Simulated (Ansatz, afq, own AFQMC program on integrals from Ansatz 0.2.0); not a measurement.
**C$_{2}$H$_{7}$, doublet: AFQMC among the cluster methods**

```xyz
9

C    -1.2154    0.0000    0.0000
H    -1.5786    1.0273    0.0000
H    -1.5786   -0.5137    0.8897
H    -1.5786   -0.5137   -0.8897
H     0.0126    0.0000    0.0000
C     1.2876    0.0000    0.0000
H     1.2876   -1.0800    0.0000
H     1.2876    0.5400    0.9353
H     1.2876    0.5400   -0.9353
```

Basis cc-pVDZ. Noble-gas cores (and the filled d shells of Ga–Kr and In–Xe) are frozen. Ansatz 0.2.0 and our own AFQMC program on the same integrals; the CISD trial comes from CCSD amplitudes, and released means the phaseless constraint is let go. ± is one standard error of the sampling.

Determinant: UHF, the one that the program's search chose, which needn't be the lowest solution. The geometry is a point of a scan.

No full CI on the walks' own integrals is used here; CCSDT(Q) serves as the reference and is uncertain by about the last step of the cluster series.

- T1 diagnostic: 0.0110
- weight of the determinant in the CISD state: 0.871
- ⟨S²⟩ of the determinant: 0.781
- size of the correlated space: 15 electrons in 61 orbitals

```
  level  correlation energy (eV)
    MP2                  -8.4095
   CCSD                  -9.6069
CCSD(T)                  -9.8431
```

(1) Estimate where phaseless AFQMC with a CISD trial lies against CCSD(T) on the same integrals.

(1) 0.63 ± 0.09 kcal/mol below CCSD(T).

Reference: CCSDT(Q), correlation energy -9.880 eV. The released energy is read at 1.50 1/Eh (meV from the phaseless value at times in 1/Eh: -3 ± 3 at 0.24, -6 ± 3 at 0.51, -18 ± 5 at 0.99, -12 ± 5 at 1.50).

| level | E − E(reference) (kcal/mol) | share of correlation (%) |
| --- | --- | --- |
| CCSD(T) | 0.84 | 99.63 |
| CCSDT | 0.26 | 99.88 |
| ph-AFQMC/CISD | 0.21 ± 0.09 | 99.91 |
| released AFQMC | -0.07 ± 0.11 | 100.03 |

A walk keeps the symmetry of its determinant, which the program's search chose and which needn't be the lowest solution, so a lower state of the same spin and another symmetry isn't excluded. Released energies are given only where the last usable release times agree within the noise; a slower fall can still hide under it.
